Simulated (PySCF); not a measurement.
Continuum solvent and chemical shifts

Mapped SMILES: `[CH3:1][O:2][CH2:3][CH2:4][CH2:5][OH:6]`; H(Xn) means a hydrogen on atom n.

GIAO PBE0/pcSseg-1 in PySCF on one PBE0-D3(BJ)/def2-SVP conformer, non-relativistic, equivalent nuclei averaged. Solvents enter as an IEF-PCM continuum (benzene with ε = 2.3, acetone with ε = 20.5) around the gas-phase geometry. Shifts are referred to TMS computed in the same medium.

In benzene, δ in ppm: C3 71.4, C5 64.5, C1 59.7, C4 38.0, H(C5) 3.61, H(C1) 3.28, H(C3) 3.16, H(C4) 1.56, H(O6) -0.12. Dipole moment 2.31 D.

Question: How does each δ change in the more polar medium?

Answer: 
| atoms | environment | Δδ, acetone |
| --- | --- | --- |
| C3 | sp3 CH2 bonded to O | +0.3 |
| C5 | sp3 CH2 bonded to O | +0.5 |
| C1 | methyl carbon bonded to O | +0.4 |
| C4 | sp3 CH2 | +0.1 |
| H(C5) | hydrogen on an sp3 CH2 bonded to O | -0.01 |
| H(C1) | hydrogen on a methyl carbon bonded to O | +0.05 |
| H(C3) | hydrogen on an sp3 CH2 bonded to O | +0.07 |
| H(C4) | hydrogen on an sp3 CH2 | +0.04 |
| H(O6) | hydrogen on an alcohol oxygen | +0.52 |

Changes are relative to benzene. The dipole moment becomes 2.52 D in acetone.

Question: Which nuclei move most (in ppm), and what does the model miss?

Answer: C5 (sp3 CH2 bonded to O, +0.5 ppm) and H(O6) (hydrogen on an alcohol oxygen, +0.52 ppm) in acetone. A continuum only polarises the solute; specific hydrogen bonds, the anisotropy of aromatic solvents and changes of geometry or conformer are outside it.
